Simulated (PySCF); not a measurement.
# NO+: excited-state relaxation, vibronic structure

Wanted: excited-state relaxation, vibronic structure for NO+ (`N#[O+]`).

Programs: PySCF 2.14.0, with routines of our own; each step states its level. All values are computed. Atoms count from 0.

### Step 1. The system as given

2 atoms, charge 1, multiplicity 1; geometry from: GFN2-xTB.

### Step 2. Geometry optimisation at PBE0/6-31+G*

Job settings and geometry (Å):

```
{"job": {"xc": "PBE0", "basis": "6-31+G*", "grid": 1, "kind": "geom"}, "charge": 1, "multiplicity": 1}
N      0.527355    -0.002852    -0.002890
O     -0.524598     0.004120    -0.011259
```

Launch:

```
OMP_NUM_THREADS=1 python excited_run.py task.json out
```

This one command runs all jobs of the session in turn.

The log of the run:

```text
step   0  E = -129.39584942  max force = 0.060205
step   1  E = -129.39674533  max force = 0.009487
step   2  E = -129.39676852  max force = 0.002253
step   3  E = -129.39676976  max force = 0.000023
optimisation converged
```

Run time: 1 s. Hardware: 1 thread of Arm Neoverse V1, shared host; peak memory 0.23 GiB.

Step by step:

```tsv
step	energy from step 0 (eV)	largest force component (eV/Å)
0	0.0000	3.0959
1	-0.0244	0.4878
2	-0.0250	0.1159
3	-0.0250	0.0012
```

The bond:

```tsv
bond	before (Å)	after (Å)	change (Å)
N0–O1	1.052	1.068	+0.016
```

The final coordinates are the input of the step that follows.

```tsv
at the end point	value
point group (found at 0.08 Å tolerance)	Cinfv
rotational constants (GHz, main isotopes)	59.293, 59.293
```

### Step 3. Excited-state relaxation: TDDFT PBE0/6-31+G*

Job settings and geometry (Å):

```
{"job": {"kind": "xopt", "state": "S1", "method": "TDDFT", "freq": true, "xc": "PBE0", "basis": "6-31+G*", "grid": 1}, "charge": 1, "multiplicity": 1}
N      0.553758     0.000774    -0.007235
O     -0.514620     0.008203    -0.016145
```

Method: TDDFT PBE0/6-31+G* excited-state geometry optimisation, gas phase.

The log of the run:

```text
final grid: 10304 points
cycle   1  E = -129.3096911153  dE =  8.650e-01  |g| = 6.053e-01  |ddm| = 1.687e+00
cycle   2  E = -129.1478984611  dE =  1.618e-01  |g| = 1.198e+00  |ddm| = 9.191e-01
cycle   3  E = -129.3848574527  dE = -2.370e-01  |g| = 2.650e-01  |ddm| = 6.849e-01
cycle   4  E = -129.3967594029  dE = -1.190e-02  |g| = 7.421e-03  |ddm| = 1.388e-01
cycle   5  E = -129.3967695675  dE = -1.016e-05  |g| = 1.042e-03  |ddm| = 5.477e-03
cycle   6  E = -129.3967697584  dE = -1.909e-07  |g| = 4.161e-05  |ddm| = 9.642e-04
cycle   7  E = -129.3967697588  dE = -4.554e-10  |g| = 4.631e-06  |ddm| = 4.895e-05
converged SCF energy = -129.3967697588

vertical S1 at the ground-state geometry: 9.8315 eV
step    E(state)/Eh    max force   excitation/eV  root
  0    -129.02796615   0.361205    10.0229      1
  1    -129.08027989   0.198777     7.9859      1
  2    -129.09309743   0.100122     7.0233      1
  3    -129.09855026   0.026893     6.1393      1
  4    -129.09907223   0.005418     5.8363      1
  5    -129.09909712   0.000397     5.7615      1
  6    -129.09909740   0.000007     5.7556      1
optimisation converged
vertical emission 5.7556 eV, adiabatic 8.1001 eV, Stokes shift 4.0758 eV, reorganisation 1.7314 (excited) and 2.3444 eV (ground)
in toluene: absorption 9.8156 eV (f = 0.0158, root 1), emission 5.7460 eV (f = 0.0000, root 1)
in dimethylsulfoxide: absorption 9.8486 eV (f = 0.0159, root 2), emission 5.7345 eV (f = 0.0000, root 1)
zero-point change -0.0667 eV, 0-0 energy 8.0334 eV
frequencies of the excited state (cm-1): 1461
```

Run time: 10 s. Hardware: 1 thread of Arm Neoverse V1, shared host; peak memory 0.25 GiB.

From this job:

```tsv
quantity	value
vertical absorption, S1	9.83 eV
adiabatic energy, S1	8.10 eV
vertical emission, S1	5.76 eV
Stokes shift, S1	4.08 eV
geometry moved (RMSD), S1	0.105 Å
```

Bonds of the start that changed most:

```tsv
bond	start (Å)	end (Å)
N0–O1	1.068	1.278
```

### Step 4. Excited-state relaxation: UKS PBE0/6-31+G*

Job settings and geometry (Å):

```
{"job": {"kind": "xopt", "state": "T1", "method": "UKS", "freq": true, "xc": "PBE0", "basis": "6-31+G*", "grid": 1}, "charge": 1, "multiplicity": 1}
N      0.553758     0.000774    -0.007235
O     -0.514620     0.008203    -0.016145
```

Level: UKS PBE0/6-31+G* excited-state geometry optimisation, gas phase.

The log of the run:

```text
final grid: 10304 points
cycle   1  E = -129.3096911153  dE =  8.650e-01  |g| = 6.053e-01  |ddm| = 1.687e+00
cycle   2  E = -129.1478984611  dE =  1.618e-01  |g| = 1.198e+00  |ddm| = 9.191e-01
cycle   3  E = -129.3848574527  dE = -2.370e-01  |g| = 2.650e-01  |ddm| = 6.849e-01
cycle   4  E = -129.3967594029  dE = -1.190e-02  |g| = 7.421e-03  |ddm| = 1.388e-01
cycle   5  E = -129.3967695675  dE = -1.016e-05  |g| = 1.042e-03  |ddm| = 5.477e-03
cycle   6  E = -129.3967697584  dE = -1.909e-07  |g| = 4.161e-05  |ddm| = 9.642e-04
cycle   7  E = -129.3967697588  dE = -4.554e-10  |g| = 4.631e-06  |ddm| = 4.895e-05
converged SCF energy = -129.3967697588

vertical T1 at the ground-state geometry: 7.4574 eV
step    E(state)/Eh    max force   <S^2>
  0    -129.11640475   0.307584    2.0135
  1    -129.14221978   0.024671    2.0212
  2    -129.14242194   0.012606    2.0219
  3    -129.14249714   0.000586    2.0227
  4    -129.14249737   0.000001    2.0228
optimisation converged
vertical emission 6.3363 eV, adiabatic 6.9191 eV, Stokes shift 1.1210 eV, reorganisation 0.5383 (excited) and 0.5828 eV (ground)
zero-point change -0.0385 eV, 0-0 energy 6.8806 eV
frequencies of the excited state (cm-1): 1917
```

Run time: 4.6 s. Hardware: 1 thread of Arm Neoverse V1, shared host; peak memory 0.25 GiB.

From this job:

```tsv
quantity	value
vertical gap at the ground-state geometry, T1	7.46 eV
adiabatic energy, T1	6.92 eV
vertical gap at the relaxed geometry, T1	6.34 eV
difference of the two gaps, T1	1.12 eV
geometry moved (RMSD), T1	0.046 Å
```

Bonds of the start that changed most:

```tsv
bond	start (Å)	end (Å)
N0–O1	1.068	1.159
```

### Step 5. Excited-state relaxation: TDA PBE0/6-31+G*

Job settings and geometry (Å):

```
{"job": {"kind": "xopt", "state": "T1", "method": "TDA", "xc": "PBE0", "basis": "6-31+G*", "grid": 1}, "charge": 1, "multiplicity": 1}
N      0.553758     0.000774    -0.007235
O     -0.514620     0.008203    -0.016145
```

With the program's defaults for keys left out, this is: TDA PBE0/6-31+G* excited-state geometry optimisation, gas phase.

The log of the run:

```text
final grid: 10304 points
cycle   1  E = -129.3096911153  dE =  8.650e-01  |g| = 6.053e-01  |ddm| = 1.687e+00
cycle   2  E = -129.1478984611  dE =  1.618e-01  |g| = 1.198e+00  |ddm| = 9.191e-01
cycle   3  E = -129.3848574527  dE = -2.370e-01  |g| = 2.650e-01  |ddm| = 6.849e-01
cycle   4  E = -129.3967594029  dE = -1.190e-02  |g| = 7.421e-03  |ddm| = 1.388e-01
cycle   5  E = -129.3967695675  dE = -1.016e-05  |g| = 1.042e-03  |ddm| = 5.477e-03
cycle   6  E = -129.3967697584  dE = -1.909e-07  |g| = 4.161e-05  |ddm| = 9.642e-04
cycle   7  E = -129.3967697588  dE = -4.554e-10  |g| = 4.631e-06  |ddm| = 4.895e-05
converged SCF energy = -129.3967697588

vertical T1 at the ground-state geometry: 7.4140 eV
step    E(state)/Eh    max force   excitation/eV  root
  0    -129.11807818   0.303863     7.5708      1
  1    -129.15228886   0.207969     6.1262      1
  2    -129.16601067   0.098670     5.1361      1
  3    -129.17099843   0.026071     4.3306      1
  4    -129.17144961   0.004815     4.0602      1
  5    -129.17146705   0.000307     4.0003      1
  6    -129.17146663   0.000004     3.9962      1
optimisation converged
vertical emission 3.9962 eV, adiabatic 6.1308 eV, Stokes shift 3.4178 eV, reorganisation 1.2832 (excited) and 2.1346 eV (ground)
```

Run time: 2.8 s. Hardware: 1 thread of Arm Neoverse V1, shared host; peak memory 0.27 GiB.

From this job:

```tsv
quantity	value
vertical gap at the ground-state geometry, T1	7.41 eV
adiabatic energy, T1	6.13 eV
vertical gap at the relaxed geometry, T1	4.00 eV
difference of the two gaps, T1	3.42 eV
geometry moved (RMSD), T1	0.099 Å
```

Bonds of the start that changed most:

```tsv
bond	start (Å)	end (Å)
N0–O1	1.068	1.266
```

### Step 6. Vibronic structure: TDDFT PBE0/6-31+G*

Job settings and geometry (Å):

```
{"job": {"kind": "vib", "tda": false, "freq": true, "xc": "PBE0", "basis": "6-31+G*", "grid": 1}, "charge": 1, "multiplicity": 1}
N      0.553758     0.000774    -0.007235
O     -0.514620     0.008203    -0.016145
```

Level: TDDFT PBE0/6-31+G* vertical-gradient vibronic structure (displaced harmonic oscillators, Condon), gas phase.

The log of the run:

```text
final grid: 10304 points
cycle   1  E = -129.3096911153  dE =  8.650e-01  |g| = 6.053e-01  |ddm| = 1.687e+00
cycle   2  E = -129.1478984611  dE =  1.618e-01  |g| = 1.198e+00  |ddm| = 9.191e-01
cycle   3  E = -129.3848574527  dE = -2.370e-01  |g| = 2.650e-01  |ddm| = 6.849e-01
cycle   4  E = -129.3967594029  dE = -1.190e-02  |g| = 7.421e-03  |ddm| = 1.388e-01
cycle   5  E = -129.3967695675  dE = -1.016e-05  |g| = 1.042e-03  |ddm| = 5.477e-03
cycle   6  E = -129.3967697584  dE = -1.909e-07  |g| = 4.161e-05  |ddm| = 9.642e-04
cycle   7  E = -129.3967697588  dE = -4.554e-10  |g| = 4.631e-06  |ddm| = 4.895e-05
converged SCF energy = -129.3967697588

Singlet excitations (eV, f): 9.831 (0.0143)  9.831 (0.0143)  10.295 (0.0000)  10.974 (0.0000)  10.974 (0.0000)  15.936 (0.1498)

State S1  9.8315 eV  f = 0.01426  H->L 0.98
  relaxed dipole 0.851 D, largest gradient of the excitation energy 0.3129 Eh/bohr
  mode    cm-1        S   lambda/meV  Raman
    1   2537.6    2.3273     732.2   1.000
  reorganisation energy 0.7322 eV, total S 2.327, 0-0 9.0992 eV
  absorption maximum 9.728 eV, width 0.660 eV

State S2  9.8315 eV  f = 0.01426  H->L+1 0.98
  relaxed dipole 0.851 D, largest gradient of the excitation energy 0.3129 Eh/bohr
  mode    cm-1        S   lambda/meV  Raman
    1   2537.6    2.3273     732.2   1.000
  reorganisation energy 0.7322 eV, total S 2.327, 0-0 9.0992 eV
  absorption maximum 9.728 eV, width 0.660 eV

State S6  15.9365 eV  f = 0.14981  H-3->L+1 0.97
  relaxed dipole 0.423 D, largest gradient of the excitation energy 0.1422 Eh/bohr
  mode    cm-1        S   lambda/meV  Raman
    1   2537.6    0.4805     151.2   1.000
  reorganisation energy 0.1512 eV, total S 0.480, 0-0 15.7853 eV
  absorption maximum 15.785 eV, width 0.038 eV

State T1  7.4140 eV  f = 0.00000  H->L 0.99
  relaxed dipole 1.540 D, largest gradient of the excitation energy 0.2561 Eh/bohr
  mode    cm-1        S   lambda/meV  Raman
    1   2537.6    1.5591     490.5   1.000
  reorganisation energy 0.4905 eV, total S 1.559, 0-0 6.9235 eV
  absorption maximum 7.237 eV, width 0.656 eV
```

It took 0.77 s on 1 thread of Arm Neoverse V1, shared host; peak memory 0.27 GiB.

### Step 7. Results

| quantity | value |
| --- | --- |
| point group | Cinfv |
| rotational constants (main isotopes) | 59.29, 59.29 GHz |
| vertical absorption, S1 (step 3, TDDFT PBE0/6-31+G*) | 9.83 eV |
| adiabatic energy, S1 (step 3, TDDFT PBE0/6-31+G*) | 8.10 eV |
| vertical emission, S1 (step 3, TDDFT PBE0/6-31+G*) | 5.76 eV |
| Stokes shift, S1 (step 3, TDDFT PBE0/6-31+G*) | 4.08 eV |
| vertical gap at the ground-state geometry, T1 (step 4, UKS PBE0/6-31+G*) | 7.46 eV |
| adiabatic energy, T1 (step 4, UKS PBE0/6-31+G*) | 6.92 eV |
| vertical gap at the relaxed geometry, T1 (step 4, UKS PBE0/6-31+G*) | 6.34 eV |
| difference of the two gaps, T1 (step 4, UKS PBE0/6-31+G*) | 1.12 eV |
| vertical gap at the ground-state geometry, T1 (step 5, TDA PBE0/6-31+G*) | 7.41 eV |
| adiabatic energy, T1 (step 5, TDA PBE0/6-31+G*) | 6.13 eV |
| vertical gap at the relaxed geometry, T1 (step 5, TDA PBE0/6-31+G*) | 4.00 eV |
| difference of the two gaps, T1 (step 5, TDA PBE0/6-31+G*) | 3.42 eV |
| S1: vertical, reorganisation, 0-0, total S (step 6, TDDFT PBE0/6-31+G*, modes from PBE0/6-31+G*) | 9.83, 0.73, 9.10 eV; 2.3 |
| S2: vertical, reorganisation, 0-0, total S (step 6, TDDFT PBE0/6-31+G*, modes from PBE0/6-31+G*) | 9.83, 0.73, 9.10 eV; 2.3 |
| S6: vertical, reorganisation, 0-0, total S (step 6, TDDFT PBE0/6-31+G*, modes from PBE0/6-31+G*) | 15.94, 0.15, 15.79 eV; 0.5 |

In words: Relaxing lowered the energy by 0.025 eV in 3 steps; the close pair that moved most is N0–O1, from 1.052 to 1.068 Å. In steps 3, 5 the driver flags a change of the state's leading configuration on relaxing; where it is real, start and end values belong to different states. In step 3 the harmonic model is doubtful. In step 3 (excited-state relaxation), among the bonds N0–O1 changes most, from 1.068 to 1.278 Å. In step 4 (excited-state relaxation), among the bonds N0–O1 changes most, from 1.068 to 1.159 Å. In step 5 (excited-state relaxation), among the bonds N0–O1 changes most, from 1.068 to 1.266 Å. Some states lie very close; unless symmetry makes them partners, their order is unsure. The vibronic model keeps the ground-state modes and shifts them along the gradient alone, so it can miss much of the relaxation that a full optimisation finds. ΔSCF (UKS) and response values aren't on one footing and may follow different states, so their differences aren't method errors alone, and singlets and triplets from the two don't rank.
